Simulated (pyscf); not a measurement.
Single points on ωB97X-D3(BJ)/def2-SVP structures (PySCF, gas phase).

Problem. For the elementary gas-phase step H₃Si–PH₂ (SMILES [SiH3]P) + H• (SMILES [H]) -> PH₃ (SMILES P) + SiH₃• (SMILES [SiH3]) (doublet surface; P–Si broken, H–P formed), what barrier and reaction energy does ωB97M-D3(BJ)/def2-TZVP give, measured from the separated reactants?

Solution. ΔE‡ = 0.50 eV, ΔE = -0.54 eV. CCSD(T)/def2-TZVPP + ΔMP2(QZVPP) gives 0.51 eV and -0.59 eV. Zero-point energy shifts the barrier by +0.06 eV. It is a substitution at P, with an imaginary mode of 817i cm⁻¹. The same reactants have a lower exit, to H₃Si–PH• + H₂ (barrier +0.12 eV at ωB97M-D3(BJ), against +0.50 eV here). One saddle was located; it need not be the lowest between these sides. The angle at the attacked P is 67° (front-side attack). The CCSD(T) − MP2 part came from Ansatz, without density fitting, on the same reference.
